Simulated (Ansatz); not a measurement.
Coupled-cluster diagnostics for B(NH2Me)H3 (CH8BN), Ansatz.

Geometry of the singlet (PBE-D4/def2-TZVP):

```xyz
11

B     0.368   -1.264    0.338
N    -0.172   -0.028   -0.587
C    -0.233    1.278    0.115
H    -1.103   -0.271   -0.942
H     0.435    0.052   -1.408
H    -0.599    2.079   -0.542
H    -0.894    1.166    0.982
H     0.773    1.515    0.478
H    -0.418   -1.341    1.267
H     1.492   -0.942    0.685
H     0.351   -2.244   -0.388
```

Correlated methods freeze 3 core orbitals.

(1) Estimate the CCSD(T) correlation energy, the shares of MP2 and (T), T1 and the reference's ⟨S²⟩ for: charge 0, singlet, own geometry in def2-TZVPP; charge 0, singlet, own geometry in def2-TZVPD; and the rough time on 4 threads of Arm Neoverse V1 on a shared host.

Results:

(1) 
```csv
state,basis,correlation (eV),MP2 share (%),(T) share (%),T1,⟨S²⟩ (pure),wall time
"charge 0, singlet, own geometry",def2-TZVPP,-16.371,89.7,3.3,0.009,0.00 (0.00),29 s
"charge 0, singlet, own geometry",def2-TZVPD,-15.963,89.0,3.3,0.009,0.00 (0.00),20 s
```
Customary marks for T1 are 0.02 (closed shells), 0.045 (open shells) and about 0.05 (3d metals). T1 stays under 0.02 throughout.
